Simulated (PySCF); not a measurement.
**Working out the ionisation energy of F**

F [He] 2s2 2p5 (2P) → F+ [He] 2s2 2p4 (3P). Calculation: PySCF 2.14, in aug-cc-pwCVDZ; the non-relativistic Hamiltonian (point nucleus). Frozen: nothing. Energies in hartree (1 hartree = 27.21139 eV):

| part | F (lower) | F+ (upper) |
| --- | --- | --- |
| UHF | -99.381135 | -98.801953 |
| MP2 opposite-spin | -0.146864 | -0.108780 |
| MP2 same-spin | -0.046887 | -0.032560 |

**Question.** What does Hartree-Fock give?

**Answer.** (-98.801953) − (-99.381135) = 0.579182 hartree = 15.760 eV.

**Question.** What do MP2 and SCS-MP2 (6/5 opposite-spin, 1/3 same-spin) give?

**Answer.** The opposite-spin parts differ by 1.036 eV and the same-spin parts by 0.390 eV. MP2: 15.760 + (1.036) + (0.390) = 17.186 eV. SCS-MP2: 15.760 + 1.2 × (1.036) + (0.390)/3 = 17.133 eV.

Measured between the centres of the two terms (NIST): 17.427 eV, so MP2 (valence and next inner shell) is off by -0.241 eV.

A double-zeta basis recovers only part of the correlation energy.

What remains against the reference includes basis incompleteness and correlation beyond second order.
